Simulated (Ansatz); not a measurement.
## Structure relaxation of BiH2

These are results of Ansatz 0.2.0, DFT PBE, scalar-relativistic, plane waves, PAW, not measurements. Cutoff 420 eV, Γ-centred k mesh, Gaussian smearing, no spin polarisation in the final step.

BiH2 was placed on the marcasite structure type (Pnnm, No. 58), with Bi in place of Fe, H in place of S, at a guessed volume.

```xyz
6
Lattice="4.3836 0.0000 0.0000 0.0000 5.3502 0.0000 0.0000 0.0000 3.3399" Properties=species:S:1:pos:R:3 pbc="T T T"
Bi    0.0000    0.0000    0.0000
Bi    2.1918    2.6751    1.6700
H     0.8785    2.0261    0.0000
H     3.5051    3.3241    0.0000
H     3.0703    0.6490    1.6700
H     1.3133    4.7012    1.6700
```

Steps on the 4×4×6 mesh (6 atoms). 9 of 9 steps are shown, and the free energy counts from the last. Trial steps that were taken back and renewals of the plane-wave basis can be among the rows.

| step | ΔF (meV/atom) | V (Å³/atom) | P (GPa) | largest force component (eV/Å) |
| --- | --- | --- | --- | --- |
| 1 | 94.0 | 13.06 | 7.03 | 0.229 |
| 2 | 51.3 | 14.15 | 1.34 | 0.247 |
| 3 | 19.6 | 15.13 | -0.55 | 0.122 |
| 4 | 12.0 | 15.56 | -1.17 | 0.030 |
| 5 | 9.1 | 15.40 | -0.33 | 0.025 |
| 6 | 5.5 | 15.56 | 0.12 | 0.050 |
| 7 | 4.7 | 15.76 | 0.09 | 0.057 |
| 8 | 3.9 | 15.74 | -0.01 | 0.009 |
| 9 | 0.0 | 15.74 | 0.22 | 0.010 |

Steps on the 8×8×10 mesh (6 atoms). 4 of 7 steps are shown, and the free energy counts from the last.

```
step  ΔF (meV/atom) V (Å³/atom) P (GPa) largest force component (eV/Å)
   1            2.4        15.74     0.35                           0.033
   2            0.8        15.98    -0.07                           0.032
   3            0.4        16.01     0.04                           0.008
   7            0.0        16.03     0.00                           0.000
```

A final relaxation ran on a 8×8×10 mesh. The relaxed crystal, P4_2/mnm (No. 136):

```cif
data_structure
_symmetry_space_group_name_H-M 'P4_2/mnm'
_symmetry_Int_Tables_number 136
_cell_length_a 5.1692
_cell_length_b 5.1692
_cell_length_c 3.5991
_cell_angle_alpha 90.000
_cell_angle_beta 90.000
_cell_angle_gamma 90.000
_cell_volume 96.17
loop_
_atom_site_label
_atom_site_type_symbol
_atom_site_symmetry_multiplicity
_atom_site_Wyckoff_symbol
_atom_site_fract_x
_atom_site_fract_y
_atom_site_fract_z
_atom_site_occupancy
Bi1 Bi 2 a 0.00000 0.00000 0.00000 1
H1 H 4 f 0.29469 0.29469 0.00000 1
```

| Item | Value |
| --- | --- |
| Volume per atom | 16.03 Å³ |
| Density | 7.29 g/cm³ |
| Energy over the elements | 0.61 eV/atom |
| Gap on the 8×8×10 mesh | 0 eV (a metal) |

Energies over the elements count from the elements' standard structures at the same level (H₂ as a molecule), with no empirical corrections.

The final run used a 8×8×10 mesh on its 6-atom cell and 0.10 eV smearing. For metals, differences of a few meV/atom aren't resolved. Spin–orbit coupling is left out.

Symmetry constrained the relaxation, so the result can be a saddle point.

Cost: 3 runs of about 3.6 core-minutes in all, on Intel Xeon Platinum 8259CL (Skylake/Cascade Lake) (shared hosts).